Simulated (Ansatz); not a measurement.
# AlH2F+ (quartet): from Hartree-Fock to the top rungs, def2-QZVPP

The task here is to estimate one member of a computed series from the others.

Program: Ansatz 0.2.0, Gaussian basis. Level of theory: def2-QZVPP, core rule «outside noble gas», up to 6 orbitals frozen. These are calculated values, not measurements.

The runs, in order: UHF; ROHF; CCSD(T) on UHF.

2 further runs of the same task are left out: 2 set aside as unsound or not needed.

### The geometry

The geometry is a PBE0/def2-TZVP stationary point (not a proven minimum) of the parent state, kept for this charge and spin.

4 atoms, charge 1, spin multiplicity 4.

Atoms are counted from 1 here; the program's logs count them from 0.

Bond lengths: Al1–F2 1.669 Å, Al1–H3 1.928 Å, Al1–H4 1.928 Å. Angles: F2–Al1–H3 80.3°, F2–Al1–H4 80.3°, H3–Al1–H4 160.7°.

Set-up of the first run:

in.yaml reads:

```yaml
crystal:
  periodic: [false, false, false]
  atoms:
    - {symbol: Al, position_ang: [0.000000, 0.000000, 0.674065]}
    - {symbol: F, position_ang: [0.000000, 0.000000, -0.994493]}
    - {symbol: H, position_ang: [0.000000, -1.900804, 0.350451]}
    - {symbol: H, position_ang: [0.000000, 1.900804, 0.350450]}
basis:
  gaussian: {orbitals: "def2-QZVPP.json"}
total_charge: 1
magnetization: {spin_polarized: true, initial_magnetization: 3}
hamiltonian: {xc: hf}
output: {orbitals: {seedname: orbitals}}
```

The run is started by

```console
$ ansatz run in.yaml --threads 1 --pin off --events-out ev --progress --plain --max-ram 2393MiB
```

Among the steps run: UHF; ROHF; CCSD(T) on UHF.

One of the session's tables, all rows but one given; the rest of the session is left out.

| method | from UCCSD(T) (meV) |
| --- | --- |
| ROHF | ? |
| UHF | +8850.1 |
| UMP2 | +294.1 |
| UCCSD | +303.2 |
| UCCSD(T) | 0 |

**Question.** Estimate the row for ROHF.

**Answer.** from UCCSD(T) (meV): +8879.6. In the column «from UCCSD(T) (meV)» it is the highest.
